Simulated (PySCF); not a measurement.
An unknown is described by computed data only.

Formula: C6H11; charge +1.

| Quantity | Value |
| --- | --- |
| Polarisability | 68.4 au [CAM-B3LYP/def2-SVPD] |
| Valence photoelectron | vertical ionisation energy: 16.07 eV [ΔSCF CAM-B3LYP/def2-SVPD] |
| UV, strongest line | among the 10 lowest singlet transitions: S2 at 5.88 eV (211 nm, f = 0.435) [TDDFT CAM-B3LYP/def2-SVPD] |
| Triplet | lowest triplet excitation (Tamm–Dancoff): 4.08 eV [TDA CAM-B3LYP/def2-SVPD] |
| Rotational structure | rotational constants A, B, C: 6.218, 2.574, 2.163 GHz [PBE0-D3(BJ)/def2-SVP] |
| Couplings | largest of the computed one-bond spin–spin couplings (means over like bonds): 13C–1H +190.2, 13C–1H +187.3 (×2), 13C–1H +182.4 (×2), 13C–1H +139.4 (×6), 13C–13C +54.3, 13C–13C +37.6 (×2), 13C–13C +27.4, 13C–13C +1.3 (×2) Hz [B3LYP/pcJ-1, spin–dipole term left out] |
| 1H NMR | chemical shifts (computed TMS as zero) by class: 3.71 (2 H), 3.65 (1 H), 3.41 (2 H), 3.14 (6 H) ppm [GIAO CAM-B3LYP/pcSseg-2] |
| UV, first state | lowest singlet excitation: 5.67 eV (219 nm, f = 0.004) [TDDFT CAM-B3LYP/def2-SVPD] |
| 13C NMR | chemical shifts (computed TMS as zero) by class: 318.2 (1 C), 58.4 (1 C), 53.5 (2 C), 38.2 (2 C) ppm [GIAO CAM-B3LYP/pcSseg-2] |

The electronic properties come from PySCF, for the isolated species, density fitting. Levels stand in brackets. One conformer (not necessarily the lowest) at the PBE0-D3(BJ)/def2-SVP geometry, without solvent, vibrations or thermal averaging. NMR classes are plain means over equivalent atoms (diastereotopic ones count apart unless rotation or inversion swaps them), as if these changed places fast.

**Question.** What is the compound? Reason from the data.

**Answer.** Numbering: `[CH3:1][C+:2]([CH3:3])[CH:4]1[CH2:5][CH2:6]1`. 6 carbons fall into 4 classes; from least to most shielded: formal carbocation centre [C2] (318.2 ppm), three-membered-ring carbon [C4] (58.4 ppm), three-membered-ring carbon [C5/C6] (53.5 ppm, 2 C), methyl carbon [C1/C3] (38.2 ppm, 2 C, up to 10.9 ppm apart in this geometry). Hydrogen classes from least to most shielded: 2 H on 2 three-membered-ring carbons, C5/C6 (3.71 ppm), 1 H on a three-membered-ring carbon, C4 (3.65 ppm), 2 H on 2 three-membered-ring carbons, C5/C6 (3.41 ppm), 6 H on 2 methyl carbons, C1/C3 (3.14 ppm, a mean of values up to 1.1 ppm apart in this geometry). The couplings run between: +190.2 Hz, three-membered-ring carbon [C4] and its hydrogen; +187.3 Hz, three-membered-ring carbon [C5] and its hydrogen (with 1 like pair); +182.4 Hz, three-membered-ring carbon [C5] and its hydrogen (with 1 like pair); +139.4 Hz, methyl carbon [C1] and its hydrogen (with 5 like pairs); +54.3 Hz, formal carbocation centre [C2] and three-membered-ring carbon [C4]; +37.6 Hz, methyl carbon [C1] and formal carbocation centre [C2] (with 1 like pair); +27.4 Hz, three-membered-ring carbon [C5] and three-membered-ring carbon [C6]; +1.3 Hz, three-membered-ring carbon [C4] and three-membered-ring carbon [C5] (with 1 like pair). S1 is mainly HOMO−1→LUMO (weight 0.95); the largest Löwdin shares of the orbital it empties are 0.29 on a three-membered-ring carbon, 0.28 on a three-membered-ring carbon, 0.15 on a three-membered-ring carbon and 0.06 on a methyl carbon, of the orbital it fills 0.44 on the formal carbocation centre, 0.09 on each of 2 atoms of one kind (three-membered-ring carbon) and 0.08 on a three-membered-ring carbon. The first electron is taken from the HOMO, whose largest Löwdin shares are 0.36 on a three-membered-ring carbon, 0.14 on a three-membered-ring carbon, 0.13 on a three-membered-ring carbon and 0.12 on the formal carbocation centre. By its constants the optimised geometry is an asymmetric top. Structure: `C[C+](C)C1CC1`. Computed isomers that give other values at the same levels: `C=C(C)[C+](C)C` (rotational constant A: 4.635 GHz; this holds for the one conformer computed); `C[C+]1CCCC1` (lowest singlet excitation: 5.32 eV (233 nm, f = 0.027)). The assignments are read from this structure; whether some other isomer fits the data as well wasn't checked.

Conformer computed: `[CH3:1][C+:2]([CH3:3])[CH:4]1[CH2:5][CH2:6]1`: C1–C2–C4–C5 -34°.
